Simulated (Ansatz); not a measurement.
Input for Ansatz (development build ahead of 0.2.0):

```yaml
crystal:
  periodic: [false, false, false]
  atoms:
    - { symbol: "N", position_ang: [-0.01027, -0.0549, 0.1702] }
    - { symbol: H, position_ang: [0.96642, 0.03328, -0.347] }
    - { symbol: H, position_ang: [-0.44927, 0.84018, -0.17322] }
    - { symbol: H, position_ang: [-0.48522, -0.84133, -0.19551] }
basis:
  gaussian: { orbitals: cc-pVDZ }
hamiltonian:
  xc: hf
correlation:
  method: mp2
  frozen_orbitals: { H: 0, "N": 1 }
```

The input is written out in the form of the current development build from the run's settings.

Output:

- Converged: yes
- Reference energy: -56.18446 hartree
- Correlation energy: -0.18922 hartree
- Total energy: -56.37368 hartree
- Spin squared of the determinant: 0.000
